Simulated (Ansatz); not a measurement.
`C[Si]O` + H–F → `O[Si]F` + CH₄ at 400 K and 1 bar (ligand exchange at the Si–C bond).

Calculated with Ansatz (gas phase, PBE0-D4/def2-TZVP geometries, no zero-point term in ΔE). CCSD(T)/CBS is frozen-core, at the limit of the def2 triple- and quadruple-zeta sets. Each species was taken in one conformer, which may not be the lowest.

```json
{"species": "`C[Si]O`", "CCSD(T)/CBS energy (Eh)": "-404.71104", "H − E (kJ/mol)": "153.0", "S (J/(mol·K))": "313.4"}
{"species": "H–F", "CCSD(T)/CBS energy (Eh)": "-100.39431", "H − E (kJ/mol)": "36.5", "S (J/(mol·K))": "182.2"}
{"species": "`O[Si]F`", "CCSD(T)/CBS energy (Eh)": "-464.72370", "H − E (kJ/mol)": "60.6", "S (J/(mol·K))": "283.4"}
{"species": "CH₄", "CCSD(T)/CBS energy (Eh)": "-40.45885", "H − E (kJ/mol)": "131.3", "S (J/(mol·K))": "197.2"}
```

H − E and S are ideal-gas, rigid-rotor, harmonic terms from PBE0-D4/def2-TZVP, for one conformer and one mirror image of each species. 1 Eh = 2625.50 kJ/mol, R = 8.31446 J/(mol·K).

Q: By hand: ΔE, ΔH, ΔS and ΔG.

A: ΔE = (-464.72370) + (-40.45885) − (-404.71104) − (-100.39431) = -0.07720 Eh = -202.7 kJ/mol. Δ(H − E) = 60.6 + 131.3 − 153.0 − 36.5 = 2.4, so ΔH = -200.3 kJ/mol. ΔS = 283.4 + 197.2 − 313.4 − 182.2 = -15.0 J/(mol·K). ΔG = -200.3 − 400 × (-15.0)/1000 = -194.3 kJ/mol.

Q: By hand: the equilibrium constant, and the temperature at which ΔG would vanish if ΔH and ΔS stayed fixed.

A: log₁₀ K = −ΔG/(RT ln 10) = 25.4. ΔG = 0 at ΔH/ΔS = 13353 K, far beyond where these terms or the molecules hold.

ΔH outweighs TΔS. A doubt of 5 kJ/mol in ΔE shifts log₁₀ K by 0.7 here. Other conformers and mirror images would add mixing entropy, several J/(mol·K) or more a flexible species. These are equilibria of isolated gas molecules and say nothing of rates. Largest T1 diagnostic: 0.015 (customary marks: 0.02 for closed shells, 0.045 for open ones).
